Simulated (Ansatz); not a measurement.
The input, for Ansatz 0.2.0:

```yaml
crystal:
  periodic: [false, false, false]
  atoms:
    - {symbol: N, position_ang: [0.000000, 0.000000, 0.000000]}
    - {symbol: S, position_ang: [0.000000, 0.000000, 1.422600]}
basis:
  gaussian: {orbitals: "6-31++G**", fitting: {mean_field: def2-universal-jkfit}}
total_charge: 1
correlation: {active_space: {ras: {orbitals: [5, 0, 31], electrons: 10, max_holes: 2, max_particles: 2}, fixed_orbitals: true}}
accuracy: high
```

```sh
$ ansatz run in.yaml --threads 1 --pin off --events-out ev --progress --plain --max-ram 2393MiB
```

The program prints:

```
205 factors; integrals over basis functions are off by at most 9.1e-2 eV
mean field evaluation 1: about -12282.6915 eV, gradient 4.7e1 eV
mean field evaluation 2: about -12281.1273 eV, gradient 5.3e1 eV
mean field evaluation 4: about -12287.7041 eV, gradient 1.2e0 eV
mean field evaluation 8: about -12287.7107 eV, gradient 1.5e-8 eV
mean field -12287.71073326 eV, -451.5650405378 hartree, gradient 1.5e-8 eV, S^2 0.000000; 0 other end points of the search recorded, 0 dependent functions left out
reference -12287.71073326 eV, -451.5650405378 hartree; 11, 11 occupied and 31, 31 virtual orbitals, 205 factors
state -12295.39418550 eV, -451.8474021997 hartree
Total energy: -12295.39418550 eV, -451.8474021997 hartree
```

Natural occupations: 1.9834 1.9669 1.9613 1.9350 1.9350 0.0629 0.0629 0.0260 0.0079 0.0079 0.0076 0.0068 0.0068 0.0064 0.0034 0.0034 0.0029 0.0026 0.0024 0.0024 0.0020 0.0020 0.0007 0.0006.

Ran on 1 thread of Arm Neoverse V1, shared host: 0.75 s wall, 0.08 GiB peak host memory.
